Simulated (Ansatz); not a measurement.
**Scan of [GeH₃···H···OH], doublet**

Starting geometry:

```xyz
7

Ge   -0.5299    0.0101    0.0000
H    -1.0414    1.4567    0.0000
H    -1.0414   -0.7132    1.2528
H    -1.0414   -0.7132   -1.2528
H     1.0044    0.0101    0.0000
O     2.3741    0.0101    0.0000
H     2.6259   -0.9298    0.0000
```

From there H5 is moved from one fragment to the other while all else, the fragments' distance too, stays fixed; atoms are numbered as listed. Energies are in kJ/mol, counted from the starting geometry at the same level. Kohn–Sham curves are unrestricted where that lies lower.

Basis cc-pVDZ; Ansatz 0.2.0. Only valence electrons are correlated (noble-gas cores and the filled d shells of p-block atoms frozen). Prefix R: restricted or restricted open-shell reference; prefix U: unrestricted. No spin–orbit coupling is included, and no scalar relativity.

Full CI isn't at hand for all of this; UCCSDT(Q) serves as the reference, and is uncertain by about the last step of the cluster series.

| distance Ge1-H5 (Å) | PBE0 |
| --- | --- |
| 1.534 | 0.0 |
| 1.589 | -12.1 |
| 1.697 | -38.0 |
| 1.806 | -67.9 |
| 1.914 | -87.7 |

Question: Estimate the UCCSDT(Q) curve in cc-pVDZ from this one, knowing how PBE0 errs.

Answer: The computed UCCSDT(Q) values, in kJ/mol from the starting point, and the error of PBE0 against them:
```tsv
distance Ge1-H5 (Å)	UCCSDT(Q)	PBE0 less UCCSDT(Q)
1.534	0.0	0.0
1.589	-10.8	-1.3
1.697	-38.0	-0.1
1.806	-72.8	4.9
1.914	-98.2	10.5
```

The error spans 11.8 kJ/mol and is largest, 10.5 kJ/mol, at 1.914 Å.

In so small a basis the reference is far from its limit while semilocal and hybrid functionals are nearer theirs, so the functionals' errors here hold much of the reference's basis and frozen-core error, which can add to them or hide them.
